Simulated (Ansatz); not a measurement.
`NC(F)CO` → 2 C• + F• + 6 H• + N• + O•  (atomization)

Isolated molecules relaxed with PBE0-D4/def2-TZVP in Ansatz; ΔE leaves out vibrations. CCSD(T)/CBS adds triple-zeta CCSD(T) − MP2 to the extrapolated MP2 energy (def2 sets, frozen cores). This one scheme is used for every species, atoms too. Open shells (•) are unrestricted, without spin–orbit coupling. Spin–orbit coupling would lower the free atoms: a little for C, F, O. Each species was taken in one conformer, which may not be the lowest.

```tsv
species	CCSD(T)/CBS(def2) energy (Eh)
`NC(F)CO`	-309.38083
C•	-37.79194
F•	-99.66871
H•	-0.50000
N•	-54.53257
O•	-75.00631
```

Work out ΔE.

ΔE = 6 × (-0.50000) + 2 × (-37.79194) + (-99.66871) + (-54.53257) + (-75.00631) − (-309.38083) = 1.58936 Eh = +997.3 kcal/mol.

Largest T1 diagnostic among the species: 0.011.

At CCSD(T), def2-SVP lies −56.6 kcal/mol from the extrapolated value and def2-TZVPP −28.8 kcal/mol: correlation converges slowly with the basis, and small sets miss more of it in the bonded molecule than in its fragments. Leaving LDA and LC-ωPBE aside and taking each functional with its dispersion term where it has one, the values, not all of them listed here, spread over 69.3 kcal/mol, from BHLYP-D4 to PBE-D4. LDA lies +145.2 kcal/mol from PBE without D4, its usual overbinding.

For atomizations the MP2-based limit and the directly extrapolated one differ by several kJ/mol either way, and by 10 to 25 for some Ge, Se and Sn compounds, so smaller differences from it don't rank the levels.
